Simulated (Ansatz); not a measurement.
**BSiH3 (triplet): wave-function methods side by side at distance B1–H4 along a hydrogen transfer = 1.430 Å, cc-pVTZ**

Aim: climb from Hartree-Fock through coupled cluster and multireference methods for BSiH3 (triplet) at one geometry and basis, and see what each rung misses.

Program: Ansatz 0.2.0, Gaussian basis. Level of theory: cc-pVTZ, core rule «outside noble gas», up to 6 orbitals frozen. These are calculated values, not measurements.

Plan: UHF; CCSD(T) on ROHF; CCSD(T) on UHF; BCCD(T) on ROHF; CISD; CCSDT(Q) on ROHF; CCSDT(Q) on UHF; CASSCF and NEVPT2, 4 electrons in 4 orbitals.

4 further runs of the same task are left out: 4 for a known fault of the program.

## (1) The system

The geometry derives from fragments relaxed apart (PBE0/def2-TZVP) and kept rigid, so it is no stationary point. A hydrogen atom is moved between rigid fragments.

5 atoms, charge 0, spin multiplicity 3.

Atoms are counted from 1 here; the program's logs count them from 0.

Bond lengths: B1–H2 1.193 Å, B1–H3 1.193 Å, B1–H4 1.430 Å, H4–Si5 1.535 Å. Angles: H2–B1–H3 120.0°, H2–B1–H4 120.0°, H3–B1–H4 120.0°, B1–H4–Si5 180.0°.

## (2) UHF

Input file in.yaml:

```yaml
crystal:
  periodic: [false, false, false]
  atoms:
    - {symbol: B, position_ang: [-1.992158, 0.000000, 0.000000]}
    - {symbol: H, position_ang: [-2.588892, 1.033571, 0.000000]}
    - {symbol: H, position_ang: [-2.588892, -1.033571, 0.000000]}
    - {symbol: H, position_ang: [-0.562158, 0.000000, 0.000000]}
    - {symbol: Si, position_ang: [0.972842, 0.000000, 0.000000]}
basis:
  gaussian: {orbitals: cc-pVTZ}
magnetization: {spin_polarized: true, initial_magnetization: 2}
hamiltonian: {xc: hf}
output: {orbitals: {seedname: orbitals}}
```

The run is started by

```sh
ansatz run in.yaml --threads 1 --pin off --events-out ev --progress --plain --max-ram 2816MiB --backend cpu
```

After this run come: CCSD(T) on ROHF; CCSD(T) on UHF; BCCD(T) on ROHF; CISD; CCSDT(Q) on ROHF; CCSDT(Q) on UHF; CASSCF and NEVPT2, 4 electrons in 4 orbitals.

**Question.** What will the summary of the whole plan be? Wanted: UCCSDT(Q) below the RHF energy; RMP2 from UCCSDT(Q); UMP2 from UCCSDT(Q); RCCSD from UCCSDT(Q); RCCSD(T) from UCCSDT(Q); UCCSD(T) from UCCSDT(Q); RCCSDT(Q) from UCCSDT(Q); NEVPT2 pair from UCCSDT(Q); T1 diagnostic.

**Answer**, as computed:

| quantity | value |
| --- | --- |
| UCCSDT(Q) below the RHF energy | -6.5819 eV |
| RMP2 from UCCSDT(Q) | +1348.3 meV |
| UMP2 from UCCSDT(Q) | +1401.2 meV |
| RCCSD from UCCSDT(Q) | +314.6 meV |
| RCCSD(T) from UCCSDT(Q) | +68.3 meV |
| UCCSD(T) from UCCSDT(Q) | +68.9 meV |
| RCCSDT(Q) from UCCSDT(Q) | +4.2 meV |
| NEVPT2 pair from UCCSDT(Q) | +1429.5 meV |
| levels within 1 kcal/mol (43 meV) | RCCSDT, UCCSDT, RCCSDT(Q) |
| T1 diagnostic | 0.040 |

In words: RCCSD(T) lands +68.3 meV from the yardstick (1.0 % of the correlation energy). These misses are within one basis, not against nature; the frozen cores of restricted and unrestricted runs differ, which can shift their rows.
